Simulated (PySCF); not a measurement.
Compound: C3H4FP.
Geometry (PBE0-D3(BJ)/def2-SVP, Å), atoms numbered from 1 in this order:
```xyz
9
C3H4FP angstrom
C     -1.5822   -0.3064   -0.0084
C     -0.2853   -0.3555   -0.3501
C      0.7650    0.2528    0.4424
F      0.3168    0.8707    1.5383
P      2.4408    0.2756    0.1650
H     -1.9061    0.2054    0.9006
H     -2.3459   -0.7774   -0.6307
H      0.0356   -0.8688   -1.2598
H      2.3299   -0.4794   -1.0440
```

Computed, not measured: PBE0-D3(BJ)/def2-SVP geometry optimisation, gas phase in PySCF.

Masses are those of the commonest isotopes; rigid-rotor values at the optimised geometry. The values belong to one conformer with, in the numbering `[H]/[P:5]=[C:3](\[CH:2]=[CH2:1])[F:4]`, C1–C2–C3–F4 0°.

**Question.** Give the principal moments of inertia and the rotational constants in MHz.

**Answer.** Ia = 56.44, Ib = 192.93, Ic = 249.37 u·Å²; 505379 MHz·u·Å²/I gives A = 8954, B = 2619, C = 2027 MHz.

**Question.** Classify the top.

**Answer.** An asymmetric top. Ray's parameter κ = (2B − A − C)/(A − C) = -0.829; −1 is the prolate and +1 the oblate limit.

**Question.** Is it planar, by Δ = Ic − Ia − Ib?

**Answer.** Planar: Δ = Ic − Ia − Ib = 0.00 u·Å². For a rigid frame Δ = −2 Σ m c², so it vanishes when all atoms lie in the ab plane; here none is more than 0.01 Å from it.

**Question.** Where do the levels up to J = 4 lie, in MHz?

**Answer.** Above 0(0,0):
J = 1: 1(0,1) 4646, 1(1,1) 10981, 1(1,0) 11573
J = 2: 2(0,2) 13899, 2(1,2) 19680, 2(1,1) 21458, 2(2,1) 40462, 2(2,0) 40502
J = 3: 3(0,3) 27679, 3(1,3) 32705, 3(1,2) 36260, 3(2,2) 54400, 3(2,1) 54598, 3(3,1) 87579, 3(3,0) 87581
J = 4: 4(0,4) 45877, 4(1,4) 50029, 4(1,3) 55946, 4(2,3) 72954, 4(2,2) 73538, 4(3,2) 106238, 4(3,1) 106250, 4(4,1) 152587, 4(4,0) 152587
Those of J = 1 are B + C, A + C and A + B.

**Question.** Predict some low-J microwave lines.

**Answer.** The dipole components are |μa| = 1.52 D, |μb| = 1.59 D, |μc| = 0.00 D; the mirror of this Cs structure is the ab plane, so μc vanishes by symmetry and there are no c-type lines. The squared components, which scale the intensities, stand as 0.91 : 1.00 (a : b). Some lines, for components of 0.1 D or more:

```json
{"type": "a", "branch": "Q", "J(Ka,Kc)": "1(1,0) ← 1(1,1)", "MHz": "593", "lower level (cm⁻¹)": "0.366"}
{"type": "b", "branch": "R", "J(Ka,Kc)": "4(1,3) ← 3(2,2)", "MHz": "1545", "lower level (cm⁻¹)": "1.815"}
{"type": "a", "branch": "Q", "J(Ka,Kc)": "2(1,1) ← 2(1,2)", "MHz": "1779", "lower level (cm⁻¹)": "0.656"}
{"type": "b", "branch": "R", "J(Ka,Kc)": "2(0,2) ← 1(1,1)", "MHz": "2918", "lower level (cm⁻¹)": "0.366"}
{"type": "a", "branch": "Q", "J(Ka,Kc)": "3(1,2) ← 3(1,3)", "MHz": "3556", "lower level (cm⁻¹)": "1.091"}
{"type": "a", "branch": "Q", "J(Ka,Kc)": "4(1,3) ← 4(1,4)", "MHz": "5917", "lower level (cm⁻¹)": "1.669"}
{"type": "b", "branch": "Q", "J(Ka,Kc)": "2(1,1) ← 2(0,2)", "MHz": "7560", "lower level (cm⁻¹)": "0.464"}
{"type": "a", "branch": "R", "J(Ka,Kc)": "2(1,2) ← 1(1,1)", "MHz": "8699", "lower level (cm⁻¹)": "0.366"}
{"type": "a", "branch": "R", "J(Ka,Kc)": "2(1,1) ← 1(1,0)", "MHz": "9885", "lower level (cm⁻¹)": "0.386"}
{"type": "b", "branch": "Q", "J(Ka,Kc)": "4(1,3) ← 4(0,4)", "MHz": "10069", "lower level (cm⁻¹)": "1.530"}
{"type": "a", "branch": "R", "J(Ka,Kc)": "3(0,3) ← 2(0,2)", "MHz": "13781", "lower level (cm⁻¹)": "0.464"}
{"type": "a", "branch": "R", "J(Ka,Kc)": "4(0,4) ← 3(0,3)", "MHz": "18198", "lower level (cm⁻¹)": "0.923"}
{"type": "a", "branch": "R", "J(Ka,Kc)": "4(3,1) ← 3(3,0)", "MHz": "18669", "lower level (cm⁻¹)": "2.921"}
{"type": "a", "branch": "R", "J(Ka,Kc)": "4(2,2) ← 3(2,1)", "MHz": "18940", "lower level (cm⁻¹)": "1.821"}
{"type": "b", "branch": "Q", "J(Ka,Kc)": "2(2,0) ← 2(1,1)", "MHz": "19043", "lower level (cm⁻¹)": "0.716"}
{"type": "b", "branch": "Q", "J(Ka,Kc)": "4(3,1) ← 4(2,2)", "MHz": "32712", "lower level (cm⁻¹)": "2.453"}
{"type": "b", "branch": "Q", "J(Ka,Kc)": "3(3,0) ← 3(2,1)", "MHz": "32983", "lower level (cm⁻¹)": "1.821"}
{"type": "b", "branch": "Q", "J(Ka,Kc)": "3(3,1) ← 3(2,2)", "MHz": "33179", "lower level (cm⁻¹)": "1.815"}
{"type": "b", "branch": "R", "J(Ka,Kc)": "4(2,3) ← 3(1,2)", "MHz": "36693", "lower level (cm⁻¹)": "1.210"}
{"type": "b", "branch": "R", "J(Ka,Kc)": "4(2,2) ← 3(1,3)", "MHz": "40833", "lower level (cm⁻¹)": "1.091"}
{"type": "b", "branch": "Q", "J(Ka,Kc)": "4(4,1) ← 4(3,2)", "MHz": "46349", "lower level (cm⁻¹)": "3.544"}
{"type": "b", "branch": "R", "J(Ka,Kc)": "3(3,1) ← 2(2,0)", "MHz": "47077", "lower level (cm⁻¹)": "1.351"}
{"type": "b", "branch": "R", "J(Ka,Kc)": "3(3,0) ← 2(2,1)", "MHz": "47119", "lower level (cm⁻¹)": "1.350"}
{"type": "b", "branch": "R", "J(Ka,Kc)": "4(4,0) ← 3(3,1)", "MHz": "65008", "lower level (cm⁻¹)": "2.921"}
```

**Question.** Estimate the classical rotational partition function at 25 K, 100 K and 298.15 K.

**Answer.** Point group Cs, symmetry number σ = 1; q = (√π/σ)·√((kT/h)³/(ABC)), k/h = 20836.6 MHz/K: 3060 at 25 K, 24500 at 100 K, 126000 at 298.15 K.

PBE0-D3(BJ)/def2-SVP frequencies: not computed here. These are rigid-rotor constants of the computed structure; measured ground-state constants (B0) also hold zero-point vibration.
